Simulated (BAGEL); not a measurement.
# triplet SClO2F at 3 levels

Wanted: a comparison of 3 runs (UHF/3-21G, ROHF/6-31G*, ROHF/def2-SVP) of triplet SClO2F. 

The calculation is run with BAGEL 1.2.2.

### Step 1. The system as given

The species is SClO2F (5 atoms), meant as a triplet with charge 0. SMILES of the parent species: `O=S(=O)(F)Cl`. Geometry: relaxed at PBE0-D4/def2-TZVP. That shape belongs to the parent species and isn't relaxed for this state.

Bond lengths: O1–S2 1.410 Å, S2–O3 1.410 Å, S2–F4 1.551 Å, S2–Cl5 1.994 Å. Angles: O1–S2–O3 123.8°, O1–S2–F4 107.1°, O1–S2–Cl5 108.9°, O3–S2–F4 107.1°, O3–S2–Cl5 108.9°, F4–S2–Cl5 97.8°.

### Step 2. The energy at UHF/3-21G (density fitting with cc-pvqz-jkfit) (run 1)

The input, calc.json:

```json
{ "bagel": [

{
  "title": "molecule",
  "basis": "3-21g",
  "df_basis": "cc-pvqz-jkfit",
  "angstrom": "true",
  "geometry": [
    { "atom": "O", "xyz": [      -0.123540,      -0.162690,       1.503010 ] },
    { "atom": "S", "xyz": [       0.100210,      -0.145140,       0.111160 ] },
    { "atom": "O", "xyz": [       1.158000,      -0.828940,      -0.522160 ] },
    { "atom": "F", "xyz": [      -1.214690,      -0.608760,      -0.568390 ] },
    { "atom": "Cl", "xyz": [       0.080010,       1.745540,      -0.523620 ] }
  ]
},

{ "title": "uhf", "nopen": 2 },

{ "title": "print", "file": "orbitals.molden", "orbitals": "true" }

]}
```

Run with:

```bash
$ BAGEL_NUM_THREADS=1 BAGEL calc.json > calc.out
```

What it wrote:

```text
* using 1 threads per process

  ===============================================================
  ===============================================================

  *** Geometry ***

  { "atom" : "O", "xyz" : [     -0.233457,     -0.307440,      2.840277 ] },
  { "atom" : "S", "xyz" : [      0.189369,     -0.274275,      0.210062 ] },
  { "atom" : "O", "xyz" : [      2.188303,     -1.566470,     -0.986739 ] },
  { "atom" : "F", "xyz" : [     -2.295431,     -1.150390,     -1.074101 ] },
  { "atom" : "Cl", "xyz" : [      0.151197,      3.298593,     -0.989498 ] },

  Number of auxiliary basis functions:      614

  Since a DF basis is specified, we compute 2- and 3-index integrals:
    o Being stored without compression. Storage requirement is 0.014 GB

  Number of basis functions:       53
  Number of electrons      :       58

    * METHOD: MOLECULE                             0.31

  *** Open-shell HF ***

  === Nuclear Repulsion ===
   344.6736438269

      * DIIS with orbital gradients will be used.

  === UHF iteration (3-21g) ===
      0      -1099.82673245          0.05593452           0.13
      1      -1099.99214240          0.04013437           0.13
      2      -1100.04954537          0.02979221           0.13
[... 33 lines of this table left out ...]
     36      -1100.11469603          0.00000001           0.14
    * SCF iteration converged.

    * S^2 (UHF) is 2.0159

    * Permanent dipole moment:
           (    0.218058,    -1.373694,     0.589945) a.u.

    * METHOD: UHF                                  5.16

    * METHOD: PRINT                                0.01

  ===============================================================
```

Run time: 5.7 s. Hardware: 1 thread of Arm Neoverse V1, shared host; peak memory 0.097 GiB.

### Step 3. The energy at ROHF/6-31G(d) (density fitting with cc-pvqz-jkfit, spherical functions) (run 2)

The input, hf.json:

```json
{ "bagel" : [

{
  "title" : "molecule",
  "basis" : "6-31gs.json",
  "df_basis" : "cc-pvqz-jkfit",
  "angstrom" : true,
  "geometry" : [
    { "atom" : "O", "xyz" : [   -0.123540,   -0.162690,    1.503010 ] },
    { "atom" : "S", "xyz" : [    0.100210,   -0.145140,    0.111160 ] },
    { "atom" : "O", "xyz" : [    1.158000,   -0.828940,   -0.522160 ] },
    { "atom" : "F", "xyz" : [   -1.214690,   -0.608760,   -0.568390 ] },
    { "atom" : "Cl", "xyz" : [    0.080010,    1.745540,   -0.523620 ] }
  ]
},
{ "title" : "rohf", "nopen" : 2 },
{ "title" : "print", "file" : "orbitals.molden", "orbitals" : true }

]}
```

The basis set 6-31G* is read from a file made from the Basis Set Exchange's data (not shown).

Run with:

```bash
$ BAGEL_NUM_THREADS=1 BAGEL hf.json > hf.out
```

What it wrote:

```text
* using 1 threads per process

  ===============================================================
  ===============================================================

  *** Geometry ***

  { "atom" : "O", "xyz" : [     -0.233457,     -0.307440,      2.840277 ] },
  { "atom" : "S", "xyz" : [      0.189369,     -0.274275,      0.210062 ] },
  { "atom" : "O", "xyz" : [      2.188303,     -1.566470,     -0.986739 ] },
  { "atom" : "F", "xyz" : [     -2.295431,     -1.150390,     -1.074101 ] },
  { "atom" : "Cl", "xyz" : [      0.151197,      3.298593,     -0.989498 ] },

  Number of auxiliary basis functions:      614

  Since a DF basis is specified, we compute 2- and 3-index integrals:
    o Being stored without compression. Storage requirement is 0.030 GB

  Number of basis functions:       78
  Number of electrons      :       58

    * METHOD: MOLECULE                             0.40

  *** Open-shell HF ***

  === Nuclear Repulsion ===
   344.6736438269

      * DIIS with orbital gradients will be used.

  === ROHF iteration (6-31gs.json) ===
      0      -1105.43920553          0.05347350           0.21
      1      -1105.58837306          0.04359928           0.20
      2      -1105.68806260          0.03336960           0.20
[... 15 lines of this table left out ...]
     18      -1105.82627672          0.00000001           0.21
    * SCF iteration converged.

    * S^2 (ROHF) is 2.0000

    * Permanent dipole moment:
           (    0.266873,    -1.384969,     0.624536) a.u.

    * METHOD: ROHF                                 4.22

    * METHOD: PRINT                                0.02

  ===============================================================
```

Run time: 4.8 s. Hardware: 1 thread of Arm Neoverse V1, shared host; peak memory 0.13 GiB.

### Step 4. The energy at ROHF/def2-SVP (density fitting with cc-pvqz-jkfit) (run 3)

The input, calc.json:

```json
{ "bagel" : [

{
  "title" : "molecule",
  "basis" : "svp",
  "df_basis" : "cc-pvqz-jkfit",
  "angstrom" : true,
  "geometry" : [
    { "atom" : "O", "xyz" : [      -0.123540,      -0.162690,       1.503010 ] },
    { "atom" : "S", "xyz" : [       0.100210,      -0.145140,       0.111160 ] },
    { "atom" : "O", "xyz" : [       1.158000,      -0.828940,      -0.522160 ] },
    { "atom" : "F", "xyz" : [      -1.214690,      -0.608760,      -0.568390 ] },
    { "atom" : "Cl", "xyz" : [       0.080010,       1.745540,      -0.523620 ] }
  ]
},

{
  "title" : "rohf",
  "charge" : 0,
  "nopen" : 2
},

{
  "title" : "print",
  "file" : "orbitals.molden",
  "orbitals" : true
}

]}
```

Run with:

```bash
$ BAGEL_NUM_THREADS=1 BAGEL calc.json > calc.out
```

What it wrote:

```text
* using 1 threads per process

  ===============================================================
  ===============================================================

  *** Geometry ***

  { "atom" : "O", "xyz" : [     -0.233457,     -0.307440,      2.840277 ] },
  { "atom" : "S", "xyz" : [      0.189369,     -0.274275,      0.210062 ] },
  { "atom" : "O", "xyz" : [      2.188303,     -1.566470,     -0.986739 ] },
  { "atom" : "F", "xyz" : [     -2.295431,     -1.150390,     -1.074101 ] },
  { "atom" : "Cl", "xyz" : [      0.151197,      3.298593,     -0.989498 ] },

  Number of auxiliary basis functions:      614

  Since a DF basis is specified, we compute 2- and 3-index integrals:
    o Being stored without compression. Storage requirement is 0.030 GB

  Number of basis functions:       78
  Number of electrons      :       58

    * METHOD: MOLECULE                             0.36

  *** Open-shell HF ***

  === Nuclear Repulsion ===
   344.6736438269

      * DIIS with orbital gradients will be used.

  === ROHF iteration (svp) ===
      0      -1105.00568694          0.05076497           0.21
      1      -1105.15205816          0.04131243           0.21
      2      -1105.24757669          0.03138108           0.21
[... 15 lines of this table left out ...]
     18      -1105.37051200          0.00000001           0.24
    * SCF iteration converged.

    * S^2 (ROHF) is 2.0000

    * Permanent dipole moment:
           (    0.220929,    -1.516419,     0.638706) a.u.

    * METHOD: ROHF                                 4.30

    * METHOD: PRINT                                0.02

  ===============================================================
```

It took 4.8 s on 1 thread of Arm Neoverse V1, shared host; peak memory 0.13 GiB.

### Step 5. The series

```
run                                                                  level   energy (Eh)  dipole moment (D)   ⟨S²⟩  wall time
  1                         UHF/3-21G (density fitting with cc-pvqz-jkfit)  -1100.114696               3.84  2.016      5.7 s
  2  ROHF/6-31G* (density fitting with cc-pvqz-jkfit, spherical functions)  -1105.826277               3.92  2.000      4.8 s
  3                     ROHF/def2-SVP (density fitting with cc-pvqz-jkfit)  -1105.370512               4.22  2.000      4.8 s
```

### Step 6. Outcome

```
            quantity           value
 run 3: total energy  -1105.37051 Eh
run 3: dipole moment          4.22 D
         run 3: ⟨S²⟩           2.000
```

In words: The dipole moment (its size) runs from 3.84 D (UHF/3-21G) to 4.22 D (ROHF/def2-SVP). The two ends differ in method and basis. All runs together took 15 s, the longest 5.7 s.
